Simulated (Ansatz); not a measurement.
Results of BLYP (PAW; Ansatz, a quantum-chemistry and plane-wave program) for antiferromagnetic (type II) rock-salt MnS.

Numerical settings: plane-wave cutoff 520 eV, 10×10×10 k mesh, Fermi–Dirac smearing 0.01 eV, spin-polarised with opposed moments, scalar-relativistic PAW data made under PBE.

Cell (relaxed at this level):

```
CELL_PARAMETERS angstrom
      5.23240     2.60774     2.60774
      2.60774     5.23240     2.60774
      2.60774     2.60774     5.23240
ATOMIC_POSITIONS crystal
  Mn 0.00000 0.00000 0.00000
  Mn 0.50000 0.50000 0.50000
  S  0.25000 0.25000 0.25000
  S  0.75000 0.75000 0.75000
```
Starting moments (μB, in the order of the record's atoms Mn Mn S S): 5.0 -5.0 0.0 0.0.

Problem. Predict the smallest direct gap on the k points sampled, magnetic moment (largest site, within a sphere), pressure derivative B′ of the bulk modulus and bulk modulus.

Solution. 
smallest direct gap on the k points sampled: 1.14 eV
magnetic moment (largest site, within a sphere): 4.14 μB
pressure derivative B′ of the bulk modulus: 3.8
bulk modulus: 69.0 GPa

Measured, for comparison: bulk modulus 75 ± 2 GPa (room temperature, no zero-point or thermal correction, our sources range from 72.0 to 88.0; as tabulated in Sweeney, Heinz, compression of alpha-MnS (alabandite), Phys. Chem. Miner. 20 …). Computed (rounded) less measured: bulk modulus not scored (sources differ).

Note: the bulk modulus comes from volumes at which shape and atoms were relaxed.

Moments are spin moments.

It cost roughly 8 core-minutes of CPU time.
